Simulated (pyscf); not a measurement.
**Substitution at C: H₃C–Al(OH)–OH + H atom (H•) -> methane (CH₄) + [HO–Al–OH]•**

Gas phase, doublet surface, charge 0. Bonds broken: C1–Al2. Bonds formed: C1–H10. Single points on ωB97X-D3(BJ)/def2-SVP structures (PySCF, gas phase).

Transition state (Å):

```xyz
10

C      0.8183     0.6283     0.9503
Al    -0.9163     0.0377    -0.1568
O     -0.7333    -1.3497    -1.1420
O     -2.0526     1.2747    -0.4852
H      0.6006     0.2522     1.9502
H      0.5974     1.6765     0.7188
H      1.4356     0.0204     0.2791
H     -1.2732    -1.6547    -1.8738
H     -2.7563     1.2995    -1.1365
H      2.1339     1.1593     1.4525
```

One imaginary mode, 1604i cm⁻¹; descent along it reached the two sides named.

| bond | change | reactant side (Å) | saddle | product side |
|---|---|---|---|---|
| C1–Al2 | breaks | 1.936 | 2.141 | 3.2 |
| C1–H10 | forms | 3.9 | 1.505 | 1.100 |

Electronic energies relative to the separated reactants (kcal/mol):

| level | barrier | reaction energy | reverse barrier |
|---|---|---|---|
| ωB97X-D3(BJ)/def2-TZVP | 25.6 | -22.2 | 47.8 |
| PBE/def2-TZVP | 13.6 | -27.1 | 40.7 |
| r²SCAN/def2-TZVP | 14.7 | -27.1 | 41.9 |
| B3LYP-D3(BJ)/def2-TZVP | 17.3 | -27.5 | 44.9 |
| PBE0-D3(BJ)/def2-TZVP | 18.3 | -25.3 | 43.6 |
| M06-2X/def2-TZVP | 21.6 | -25.1 | 46.7 |
| ωB97M-D3(BJ)/def2-TZVP | 23.8 | -22.7 | 46.5 |
| HF/def2-TZVP | 39.4 | -24.7 | 64.1 |

With ωB97M-D3(BJ)/def2-TZVP energies and thermal terms (ideal gas, 1 atm, RRHO with modes under 100 cm⁻¹ raised to 100, one conformer, R ln 2 for rigid chiral ones), in kcal/mol:

| T (K) | ΔH‡ | ΔG‡ | ΔH | ΔG |
|---|---|---|---|---|
| 298 | 24.6 | 31.0 | -18.1 | -20.2 |
| 600 | 23.9 | 37.7 | -19.9 | -21.6 |
| 900 | 23.5 | 44.7 | -21.7 | -22.0 |
| 1200 | 23.1 | 51.9 | -23.2 | -21.9 |

Abstraction by the radical was not located in this set and often lies lower. One saddle was located; it need not be the lowest between these sides. The angle at the attacked C is 168°.
